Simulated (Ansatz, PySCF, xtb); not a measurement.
Breaking a bond: CH, doublet.

UKS-B3LYP/LANL2DZ = unrestricted B3LYP/LANL2DZ (PySCF 2.14.0); UKS-B3LYP/6-31G* = unrestricted B3LYP/6-31G*, spherical d (PySCF); GFN1-xTB (xtb); FCI = full CI/aug-cc-pVDZ, frozen core run with Ansatz (a first-principles code).

Energies relative to the lowest point of each curve near equilibrium, in kJ/mol; the last columns give the difference from FCI:

```tsv
R / Å	UKS-B3LYP/LANL2DZ	UKS-B3LYP/6-31G*	GFN1-xTB	FCI	UKS-B3LYP/LANL2DZ − FCI	UKS-B3LYP/6-31G* − FCI	GFN1-xTB − FCI
0.89	140.7	128.2	103.2	140.2	0.5	-12.0	-37.0
0.95	72.4	63.3	44.7	70.6	1.7	-7.3	-26.0
1.01	31.0	25.0	13.5	28.9	2.0	-3.9	-15.5
1.04	17.9	13.4	5.3	16.0	1.9	-2.6	-10.7
1.09	4.7	2.6	0.0	3.5	1.2	-0.9	-3.5
1.13	0.4	0.0	1.6	0.0	0.4	0.0	1.6
1.16	0.0	0.9	5.5	0.3	-0.3	0.6	5.1
1.21	3.7	6.7	16.0	5.3	-1.6	1.3	10.7
1.24	8.1	12.1	24.4	10.5	-2.4	1.7	14.0
1.29	18.1	23.8	41.2	21.7	-3.6	2.2	19.5
1.38	42.0	50.5	77.8	47.4	-5.3	3.1	30.5
1.53	90.8	102.6	147.4	97.1	-6.3	5.5	50.3
1.69	146.1	160.0	220.9	149.7	-3.6	10.4	71.2
1.89	210.3	225.8	305.4	206.4	3.9	19.4	99.1
2.03	245.2	261.4	358.1	238.0	7.2	23.4	120.1
2.24	280.2	297.1	425.2	272.8	7.4	24.3	152.5
2.51	304.5	322.2	491.1	299.1	5.4	23.1	192.0
2.79	316.8	335.3	538.7	312.4	4.4	22.9	226.3
3.06	322.6	341.6	569.3	318.3	4.3	23.3	250.9
3.36	325.9	345.2	—	321.3	4.6	23.9	—
3.96	328.5	347.8	—	323.3	5.2	24.6	—
4.57	329.2	348.4	—	323.7	5.5	24.7	—
```

UKS-B3LYP/LANL2DZ is furthest from FCI at 2.24 (7.4 kJ/mol, above); its mean absolute difference over the points is 3.6 kJ/mol.

UKS-B3LYP/6-31G* is furthest from FCI at 4.57 (24.7 kJ/mol, above); its mean absolute difference over the points is 11.9 kJ/mol.

GFN1-xTB is furthest from FCI at 3.06 (250.9 kJ/mol, above); its mean absolute difference over the points is 70.3 kJ/mol.

Dashes: no converged value, or the column stops at the first point that the program doubted or that broke a chosen test of continuity, which isn't proof of a fault.

The unrestricted determinant behind UKS-B3LYP/LANL2DZ is spin-contaminated at 0.89 to 1.01, 1.89 to 4.57 Å (<S²> up to 1.8, against 0.75 for a pure doublet). The unrestricted determinant behind UKS-B3LYP/6-31G* is spin-contaminated at 0.89, 1.89 to 4.57 Å (<S²> up to 1.8, against 0.75 for a pure doublet).
